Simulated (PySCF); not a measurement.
**Reproducing measurements on PH3**

**What was measured.**

NIST CCCBDB Release 22 (SRD 101), experimental dipoles lists, for the gas: dipole moment (microwave Stark effect) 0.58 D.

The results are set against them at the end.

Compound: PH3.
Atom-mapped SMILES: `[PH3:1]` (hydrogens: H2, H3, H4 on P1)

Cartesian coordinates in Å at the GFN2-xTB level; atoms count from 1:
```
atom  x, y, z in Å
P1    -0.001    0.003    0.570
H2    -0.559    1.009   -0.206
H3     1.158   -0.016   -0.190
H4    -0.588   -0.991   -0.198
```

Runs made with PySCF (gas phase, on this GFN2-xTB geometry; no spin–orbit coupling):

| level | job | basis functions | wall time |
| --- | --- | --- | --- |
| B3LYP/ANO-RCC-VDZP | shieldings | 33 | 0.58 s |
| B3LYP/Sadlej pVTZ | shieldings | 59 | 0.74 s |
| BLYP/ANO-RCC-VDZP | shieldings | 33 | 1.0 s |
| KT2/IGLO-II | shieldings | 53 | 0.74 s |
| LDA/IGLO-II | shieldings | 53 | 0.43 s |
| LDA/Sadlej pVTZ | shieldings | 59 | 0.74 s |
| OLYP/Sadlej pVTZ | shieldings | 59 | 1.1 s |
| OPBE/ANO-RCC-VDZP | shieldings | 33 | 1.0 s |
| OPBE/Sadlej pVTZ | shieldings | 59 | 1.1 s |
| WP04/Sadlej pVTZ | shieldings | 59 | 0.78 s |
| X3LYP/IGLO-II | shieldings | 53 | 0.62 s |
| wB97X-D/IGLO-II | shieldings | 53 | 0.67 s |

Hardware: one thread of an Intel Xeon at 2.30 GHz, no GPU, shared host.

## Comparison

**Dipole moment.** Measured: 0.58 D (NIST CCCBDB Release 22 (SRD 101), experimental dipoles).

```csv
level,computed (D),computed − measured (D),% (from the printed values)
B3LYP/ANO-RCC-VDZP,0.66,+0.08,+14
B3LYP/Sadlej pVTZ,0.66,+0.08,+14
BLYP/ANO-RCC-VDZP,0.65,+0.07,+12
KT2/IGLO-II,0.75,+0.17,+29
LDA/IGLO-II,0.85,+0.27,+47
LDA/Sadlej pVTZ,0.75,+0.17,+29
OLYP/Sadlej pVTZ,0.68,+0.10,+17
OPBE/ANO-RCC-VDZP,0.76,+0.18,+31
OPBE/Sadlej pVTZ,0.75,+0.17,+29
WP04/Sadlej pVTZ,0.57,-0.01,-2
X3LYP/IGLO-II,0.67,+0.09,+16
wB97X-D/IGLO-II,0.79,+0.21,+36
```

12 of the 60 levels run are shown, the closest and the furthest among them. Closest is WP04/Sadlej pVTZ (-0.01 D), furthest LDA/IGLO-II (+0.27 D); one molecule doesn't rank methods. The computed dipoles belong to one fixed geometry; measured ones are averaged over vibrations unless marked μe. Magnitudes are compared, not signs.

The geometry is computed, not the measured one. Where a level misses, the cause wasn't examined.
